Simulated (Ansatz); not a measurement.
# AlH3O2: the cost of one run

The runs use Ansatz 0.2.0; RKS PBE0-D4/def2-SVP.

### Step 1. Reference run: AlH3O2, relaxed

input.yaml

```yaml
crystal:
  periodic: [false, false, false]
  atoms:
    - { symbol: Al, position_ang: [-0.920999, 0.202582, -0.308541] }
    - { symbol: O, position_ang: [1.20461, 0.294948, 0.164516] }
    - { symbol: O, position_ang: [-0.419327, -1.385653, -0.535129] }
    - { symbol: H, position_ang: [0.669795, -0.823247, -0.160652] }
    - { symbol: H, position_ang: [-1.921637, 1.423955, -0.285152] }
    - { symbol: H, position_ang: [1.387658, 0.287315, 1.124858] }
basis:
  gaussian: { orbitals: def2-SVP }
hamiltonian:
  xc: pbe0
  dispersion: d4
output:
  forces: true
relax:
  f_tol: 0.02
  max_steps: 120
  constraints: [{ distance: [1, 3] }, { distance: [0, 1] }, { distance: [2, 3] }]
  escape_saddle: false
```

The run is started by

```bash
$ ansatz run input.yaml --threads 1 --pin off --max-ram 2560MiB --backend cpu --events-out ev --progress --plain --runs-dir out
```

Q: Estimate wall time and peak memory on 1 thread of Intel Xeon 6975P-C (Granite Rapids), shared host.

About 6 s, with a peak of 0.13 GiB.
